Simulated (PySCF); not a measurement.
## Partial charges of `C=C(Cl)CCCl`

Compound: C4H6Cl2.
Numbering: `[CH2:1]=[C:2]([Cl:3])[CH2:4][CH2:5][Cl:6]` (hydrogens: H7, H8 on C1; H9, H10 on C4; H11, H12 on C5)

Structure used (GFN2-xTB), in Å, numbered top down from 1:
```
atom  x, y, z in Å
C1     1.7405    0.8647    0.1168
C2     0.9439   -0.1737    0.2862
Cl3    1.2564   -1.3266    1.5475
C4    -0.2833   -0.4781   -0.5169
C5    -1.5522   -0.2590    0.2999
Cl6   -1.7302    1.4671    0.7177
H7     1.5420    1.5863   -0.6556
H8     2.6011    1.0344    0.7384
H9    -0.2620   -1.5232   -0.8357
H10   -0.3008    0.1602   -1.4011
H11   -2.4385   -0.5407   -0.2673
H12   -1.5156   -0.8120    1.2382
```

Density: PBE0/pcSseg-1 (PySCF); schemes: Mulliken, IAO, Hirshfeld and ESP-fitted. Isolated species at its GFN2-xTB geometry (one conformer only).

Atoms with like bonding are taken together and averaged. Which atoms carry the lowest charge in the Mulliken, IAO, Hirshfeld and ESP-fitted schemes?

The schemes don't all agree: Mulliken C2 (-0.338); IAO C1 (-0.324); Hirshfeld C1 (-0.110); ESP-fitted C1 (-0.385).

At which atom do the 4 schemes differ most?

At C1: from -0.385 (ESP-fitted) to 0.000 e (Mulliken), 0.385 e apart.

Tabulate the Mulliken, IAO, Hirshfeld and ESP-fitted charges.

In e; atoms taken as equivalent share a row and are averaged (×n: the atom named and its like, n in all):

```
   atom           environment  Mulliken     IAO  Hirshfeld  ESP-fitted
     C1  terminal =CH2 carbon     0.000  -0.324     -0.110      -0.385
     C2   vinylic C–Cl carbon    -0.338  +0.005     +0.022      -0.045
    Cl3        vinyl chlorine    -0.079  -0.051     -0.028      -0.067
     C4        allylic carbon    -0.107  -0.268     -0.077      -0.003
     C5       sp3 C–Cl carbon    -0.199  -0.236     -0.032      -0.228
    Cl6        alkyl chlorine    -0.158  -0.116     -0.076      -0.142
     H7      vinylic hydrogen    +0.120  +0.166     +0.056      +0.194
     H8      vinylic hydrogen    +0.128  +0.169     +0.053      +0.198
 H9/H10    methylene hydrogen    +0.146  +0.161     +0.050      +0.089
H11/H12    methylene hydrogen    +0.171  +0.167     +0.046      +0.151
```

Mean size of the charges over all atoms: IAO 0.166 e, Mulliken 0.147 e, ESP-fitted 0.145 e, Hirshfeld 0.054 e. Each set sums to the total charge, 0, to within 0.001 e. The Mulliken scheme gives each basis function's population to the atom it is centred on and halves the overlap population of two atoms between them.

Sum the charges by element.

```
element  atoms  Mulliken     IAO  Hirshfeld  ESP-fitted
      C      4    -0.644  -0.823     -0.197      -0.661
     Cl      2    -0.238  -0.167     -0.104      -0.210
      H      6    +0.881  +0.990     +0.301      +0.871
```

How closely do the schemes follow one another over all atoms?

Correlation coefficient and root-mean-square difference: IAO with Hirshfeld 0.95, 0.131 e; IAO with ESP-fitted 0.89, 0.087 e; Hirshfeld with ESP-fitted 0.86, 0.128 e; Mulliken with IAO 0.66, 0.146 e; Mulliken with ESP-fitted 0.62, 0.149 e; Mulliken with Hirshfeld 0.56, 0.141 e.

How many electrons does the ESP-fitted scheme count on C2?

Z − q = 6 − (-0.045) = 6.045.

The run behind these numbers computed NMR shieldings as well. Hardware: an Arm Neoverse N1 with one thread, on a shared host. Cost: 32 s (grids of density and orbitals included).
